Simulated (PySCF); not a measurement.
B3LYP has the VWN-RPA correlation part, as in Gaussian. 

**CH$_{3}$, SMILES `[CH3]` (charge 0, multiplicity 2)**

Calculation: B3LYP-D3(BJ)/def2-TZVP // r2SCAN-D4/def2-SVP run with PySCF.

```json
{
  "highest_occupied_spin_orbital": "-6.45 eV",
  "dipole_moment": "0.00 D",
  "total_energy": "-39.8599 Ha",
  "cost": "roughly 11 core-seconds"
}
```

Bond lengths (Å): C1–H2 1.091, C1–H3 1.091, C1–H4 1.091. Angles (°): H2–C1–H3 120.0, H2–C1–H4 120.0, H3–C1–H4 120.0.
Charge 0, spin multiplicity 2.
